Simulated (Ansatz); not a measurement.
Reaction (SMILES): FC(F)(F)F → C atom + 4 F atom
B3LYP-D3(BJ)/def2-TZVP geometries, fixed; electronic energies without zero-point terms.

Basis-set convergence of the atomisation energy at CCSD(T) with Ansatz (a quantum-chemistry and plane-wave program). Cartesian d functions, on some or all atoms, in 6-31G**, 6-31+G*; all else is spherical. Cores are frozen. Open shells are unrestricted. No added dispersion term, no relativity. Functions are those of the species that has most. Reference: Hartree-Fock in cc-pVQZ plus the correlation part extrapolated as X^-3 from cc-pVTZ and cc-pVQZ, 477.62 kcal/mol, itself unsure by roughly 2.02 kcal/mol (a third of the extrapolation step and of the last Hartree-Fock step).

```csv
basis,functions,atomisation energy (kcal/mol)
STO-3G,25,343.97
3-21G,45,397.08
6-31G,45,354.62
pcseg-0,45,(withheld)
def2-SVP,70,455.67
pcseg-1,70,(withheld)
6-31G**,75,453.84
6-311G**,90,(withheld)
6-31+G*,95,440.60
6-311+G**,110,437.30
def2-SVPD,112,(withheld)
"6-311++G(2d,2p)",135,446.01
cc-pVTZ,150,463.54
def2-TZVPP,155,463.01
"6-311++G(3df,3pd)",195,470.64
def2-TZVPPD,197,463.70
aug-cc-pVTZ,230,466.82
cc-pVQZ,275,471.77
```

Task: Some entries are withheld; supply them.

Result: 
- pcseg-0, atomisation energy (kcal/mol): 374.20
- pcseg-1, atomisation energy (kcal/mol): 436.63
- 6-311G**, atomisation energy (kcal/mol): 440.76
- def2-SVPD, atomisation energy (kcal/mol): 455.93
